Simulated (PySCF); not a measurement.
Gas-phase reaction: 4 (CH₃)₃N = 4 NH₃ + 3 C₄H₈ (trans-2-butene)

Method: PySCF energies plus ideal-gas RRHO corrections (1 bar). † marks an energy on the PBE0/def2-TZVP geometry and frequencies; other levels use their own. MP2 and CCSD(T) freeze the core. 6-31G* has spherical d functions here. All species are closed-shell singlets. MP2 isn't extrapolated to the basis-set limit; its ΔH°(298 K) is -18.0 kJ in def2-SVP and -93.2 kJ in def2-TZVPP. CCSD(T) isn't extrapolated to the basis-set limit. The harmonic model lacks anharmonicity and excited electronic states, which grow with temperature; levels with a mode under 35 cm⁻¹ are left out. Internal rotation in (CH₃)₃N, C₄H₈ (trans-2-butene) is treated as a harmonic vibration of one conformer, which makes the entropy rough.

```tsv
level	ΔE electronic, kJ	ΔH°(298 K), kJ	ΔS°(298 K), J/K	ΔG°(1200 K), kJ
CCSD(T)/def2-SVP†	7	-21	494	-623
HF/6-31G*	26	-11	498	-622
M06-2X/def2-TZVP†	-16	-44	494	-646
MP2/def2-TZVPP†	-66	-93	494	-695
PBE/def2-SVP	44	18	496	-585
PBE0/def2-SVP†	55	28	494	-574
ωB97M-V/def2-TZVP†	-46	-74	494	-676
```
ΔH° is lowest at MP2/def2-TZVPP† and highest at PBE0/def2-SVP†. No reference value is set beside these.
